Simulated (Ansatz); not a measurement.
We consider HgS (P3₂21, No. 154), described by PBEsol (Ansatz, an electronic-structure program, PAW).

Numerical settings: plane-wave cutoff 500 eV, 12×12×4 k mesh (along the axes of the cell as run), gaussian smearing 0.02 eV, scalar-relativistic PAW data made under PBE.

Cell (relaxed at this level):

```xyz
6
Lattice="4.1399 0.0000 0.0000 -2.0699 3.5853 0.0000 0.0000 0.0000 9.4094" Properties=species:S:1:pos:R:3 pbc="T T T"
Hg     1.1989     0.0000     6.2729
Hg    -0.5994     1.0383     3.1365
Hg     1.4705     2.5470     0.0000
S      2.0715     0.0000     1.5682
S     -1.0358     1.7940     7.8412
S      1.0342     1.7913     4.7047
```

### Question
Predict the band gap.

### Answer

- band gap = 1.23 eV (on the SCF k mesh)

Spin–orbit coupling is not included.

The result took about 4 core-minutes (a rough figure).
